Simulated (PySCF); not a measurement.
Level of theory and bond dissociation enthalpies: chlorine molecule

Structure: `ClCl` (Cl2). Coordinates in Å; atoms count from 1 in this order:
```
Cl    1.0155   -0.0066   -0.0047
Cl   -1.0100    0.0092   -0.0236
```

All levels share the PBE0-D3(BJ)/def2-SVP structures and the PBE0-D3(BJ)/def2-SVP thermal terms; only the single-point energies (PySCF) change. Values are bond dissociation enthalpies (298 K, kJ/mol).

| level | Cl1–Cl2 | abs. error | time |
| --- | --- | --- | --- |
| HF/aug-cc-pVTZ | 72 | 171.0 | 0.39 s |
| CCSD(T)/aug-cc-pVTZ | 224 | 18.6 | 18 s |
| B3LYP-D3(BJ)/def2-TZVP | 236 | 6.2 | – |
| MP2/aug-cc-pVTZ | 242 | 0.7 | 1.9 s |
| ATcT 1.112 | 243 |  |  |

Times are wall times for all single points of a level on 1 thread of Arm Neoverse V1, a shared host; the dash marks the run that also made the structures.

Hartree-Fock leaves out electron correlation, so its bond energies come out too low, often by 100 kJ/mol or more.

The spread: 170 kJ/mol, from 72 to 242.

Known limits: spin-orbit coupling is left out of the energies, which matters for open shells on the heavier atoms.
